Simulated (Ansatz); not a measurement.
Process, species as SMILES: C=CCl + 3 [H][H] (H2) → 2 C (CH4) + Cl (HCl)
B3LYP-D3(BJ)/def2-TZVP geometries, fixed; electronic energies without zero-point terms.
Largest species:
```
C
C 1 1.3205
H 1 1.0805 2 123.94
H 2 1.0811 1 122.25 3 180.00
H 2 1.0820 4 118.23 1 180.00
Cl 1 1.7376 3 112.62 2 180.00
```

How fast the energy of full hydrogenation converges with the basis for several methods (Ansatz, an electronic-structure program): deviation from each method's own reference, in kcal/mol. References: B2PLYP -76.57 kcal/mol, the value in aug-pcseg-3; CCSD(T) -76.12 kcal/mol, Hartree-Fock in cc-pV(Q+d)Z plus the correlation part extrapolated as X^-3 from cc-pV(T+d)Z and cc-pV(Q+d)Z; HF -83.19 kcal/mol, the value in aug-pcseg-3; MP2 -74.86 kcal/mol, Hartree-Fock in aug-cc-pV(Q+d)Z plus the correlation part extrapolated as X^-3 from aug-cc-pV(T+d)Z and aug-cc-pV(Q+d)Z; PBE -75.04 kcal/mol, the value in aug-pcseg-3; PBE0 -80.42 kcal/mol, the value in aug-pcseg-3. Cartesian d functions, on some or all atoms, in 6-31G**, 6-31+G*; all else is spherical. In correlated methods cores are frozen. No added dispersion term, no relativity. 

```json
[
 {"basis": "6-31G", "functions": "37", "B2PLYP": "0.68", "CCSD(T)": "(withheld)", "HF": "-3.34", "MP2": "5.34", "PBE": "-1.61", "PBE0": "-2.38"},
 {"basis": "pcseg-1", "functions": "61", "B2PLYP": "-2.28", "CCSD(T)": "(withheld)", "HF": "-4.34", "MP2": "-3.71", "PBE": "-1.78", "PBE0": "-2.49"},
 {"basis": "6-31G**", "functions": "64", "B2PLYP": "-0.74", "CCSD(T)": "(withheld)", "HF": "-2.61", "MP2": "-1.42", "PBE": "-0.77", "PBE0": "-1.49"},
 {"basis": "6-31+G*", "functions": "67", "B2PLYP": "2.55", "CCSD(T)": "(withheld)", "HF": "-1.70", "MP2": "7.67", "PBE": "0.14", "PBE0": "-0.40"},
 {"basis": "aug-cc-pV(D+d)Z", "functions": "105", "B2PLYP": "-3.10", "CCSD(T)": "(withheld)", "HF": "-3.01", "MP2": "-3.62", "PBE": "-3.06", "PBE0": "-2.67"},
 {"basis": "def2-TZVP", "functions": "117", "B2PLYP": "1.69", "CCSD(T)": "(withheld)", "HF": "0.66", "MP2": "2.33", "PBE": "1.32", "PBE0": "1.13"},
 {"basis": "def2-TZVPP", "functions": "146", "B2PLYP": "-0.12", "CCSD(T)": "(withheld)", "HF": "-0.16", "MP2": "-1.40", "PBE": "0.13", "PBE0": "0.04"},
 {"basis": "def2-TZVPPD", "functions": "176", "B2PLYP": "-0.35", "CCSD(T)": "(withheld)", "HF": "-0.23", "MP2": "-1.44", "PBE": "-0.21", "PBE0": "-0.18"},
 {"basis": "6-311++G(3df,3pd)", "functions": "179", "B2PLYP": "-0.06", "CCSD(T)": "(withheld)", "HF": "0.13", "MP2": "-1.00", "PBE": "-0.08", "PBE0": "0.02"},
 {"basis": "cc-pV(Q+d)Z", "functions": "264", "B2PLYP": "-0.05", "CCSD(T)": "(withheld)", "HF": "0.02", "MP2": "-0.97", "PBE": "-0.05", "PBE0": "-0.03"},
 {"basis": "pcseg-3", "functions": "283", "B2PLYP": "-0.13", "CCSD(T)": "(withheld)", "HF": "-0.06", "MP2": "-1.31", "PBE": "0.01", "PBE0": "0.00"},
 {"basis": "def2-QZVPPD", "functions": "304", "B2PLYP": "-0.02", "CCSD(T)": "(withheld)", "HF": "0.04", "MP2": "-0.84", "PBE": "-0.07", "PBE0": "-0.04"}
]
```

### Question
What belongs in the gaps?

### Answer

- 6-31G, CCSD(T): 10.84
- pcseg-1, CCSD(T): -2.33
- 6-31G**, CCSD(T): 1.18
- 6-31+G*, CCSD(T): 11.26
- aug-cc-pV(D+d)Z, CCSD(T): -2.46
- def2-TZVP, CCSD(T): 2.95
- def2-TZVPP, CCSD(T): -0.46
- def2-TZVPPD, CCSD(T): -0.58
- 6-311++G(3df,3pd), CCSD(T): -0.09
- cc-pV(Q+d)Z, CCSD(T): -0.16
- pcseg-3, CCSD(T): -0.46
- def2-QZVPPD, CCSD(T): -0.05

Mean absolute deviation over def2-TZVP, def2-TZVPP, def2-TZVPPD, 6-311++G(3df,3pd): HF 0.30, PBE0 0.34, PBE 0.43, B2PLYP 0.56, CCSD(T) 1.02, MP2 1.54 kcal/mol.
